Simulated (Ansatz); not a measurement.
# C₂H₃Si− (SMILES [CH-]=C=[SiH2]): single points off equilibrium

Aim: energy, forces and dipole at a structure displaced at random from a GFN2-xTB minimum, from CCSD(T) and from density functionals.

Program: Ansatz 0.2.0, Gaussian basis. Level of theory: single points in def2-TZVPPD. These are calculated values, not measurements.

Correlated methods freeze the cores.

### 1 Starting geometry

6 atoms, charge -1, spin multiplicity 1.

Atoms are counted from 1 here; the program's logs count them from 0.

Bond lengths: C1–C2 1.211 Å, C1–H4 1.052 Å, C2–Si3 1.843 Å, Si3–H5 1.483 Å, Si3–H6 1.444 Å. Angles: C2–C1–H4 175.3°, C1–C2–Si3 165.4°, C2–Si3–H5 102.2°, C2–Si3–H6 101.3°, H5–Si3–H6 103.2°.

Coordinates:

```xyz
6
C2H3Si
C    -0.5947   -1.5723   -0.2065
C    -0.1921   -0.4421   -0.0423
Si   -0.0080    1.3891    0.0569
H    -0.8633   -2.5810   -0.3377
H     1.1450    1.6371   -0.8425
H     0.5624    1.5460    1.3742
```

### 2 CCSD(T)/def2-TZVPPD

The input, run/in.yaml:

```yaml
crystal:
  periodic: [false, false, false]
  atoms:
    - {symbol: C, position_ang: [-0.594700, -1.572300, -0.206500]}
    - {symbol: C, position_ang: [-0.192100, -0.442100, -0.042300]}
    - {symbol: Si, position_ang: [-0.008000, 1.389100, 0.056900]}
    - {symbol: H, position_ang: [-0.863300, -2.581000, -0.337700]}
    - {symbol: H, position_ang: [1.145000, 1.637100, -0.842500]}
    - {symbol: H, position_ang: [0.562400, 1.546000, 1.374200]}
basis:
  gaussian: {orbitals: "def2-TZVPPD.json"}
total_charge: -1
correlation: {method: ccsd_t}
output: {forces: true}
```

The basis file named in the input lies beside it (Basis Set Exchange, JSON).

No record of the launch command was kept for these runs.

### 3 PBE0-D4/def2-TZVPPD

run/in.yaml: that of step 2 with these lines changed.

```diff
@@ -12,3 +12,3 @@
 total_charge: -1
-correlation: {method: ccsd_t}
-output: {forces: true}
+hamiltonian: {xc: pbe0, dispersion: d4}
+output: {forces: true, orbitals: {seedname: orbitals}}
```

### 4 wB97M-V/def2-TZVPPD

run/in.yaml: that of step 3 with these lines changed.

```diff
@@ -12,3 +12,3 @@
 total_charge: -1
-hamiltonian: {xc: pbe0, dispersion: d4}
-output: {forces: true, orbitals: {seedname: orbitals}}
+hamiltonian: {xc: {name: wB97M-V}}
+output: {forces: true}
```

### 5 r2SCAN-D4/def2-TZVPPD

run/in.yaml: that of step 4 with these lines changed.

```diff
@@ -12,3 +12,3 @@
 total_charge: -1
-hamiltonian: {xc: {name: wB97M-V}}
+hamiltonian: {xc: r2scan, dispersion: d4}
 output: {forces: true}
```

### 6 PBE-D4/def2-TZVPPD

run/in.yaml: that of step 5 with these lines changed.

```diff
@@ -12,3 +12,3 @@
 total_charge: -1
-hamiltonian: {xc: r2scan, dispersion: d4}
+hamiltonian: {xc: pbe, dispersion: d4}
 output: {forces: true}
```

### 7 SPW92/def2-TZVPPD

run/in.yaml: that of step 6 with these lines changed.

```diff
@@ -12,3 +12,3 @@
 total_charge: -1
-hamiltonian: {xc: pbe, dispersion: d4}
+hamiltonian: {xc: lda}
 output: {forces: true}
```

### 8 wB97X-V/def2-TZVPPD

run/in.yaml: that of step 7 with these lines changed.

```diff
@@ -12,3 +12,3 @@
 total_charge: -1
-hamiltonian: {xc: lda}
+hamiltonian: {xc: {name: wB97X-V}}
 output: {forces: true}
```

(Steps that only read results are left out.)

What does the calculation give? Wanted: RMS force component; RMS force error; HOMO and LUMO, PBE0-D4; T1 diagnostic.

As calculated:

| quantity | value |
| --- | --- |
| RMS force component | 0.593 to 0.836 eV/Å over the methods |
| RMS force error | PBE0-D4 0.307, wB97M-V 0.454, r2SCAN-D4 0.201, PBE-D4 0.200, SPW92 0.313, wB97X-V 0.457 eV/Å |
| HOMO and LUMO, PBE0-D4 | 0.27 and 4.01 eV |
| T1 diagnostic | 0.016 |

On forces the order runs from PBE-D4 to wB97X-V. Frozen-core CCSD(T) forces in triple zeta carry basis errors of their own, and this is one geometry, so small gaps rank nothing.
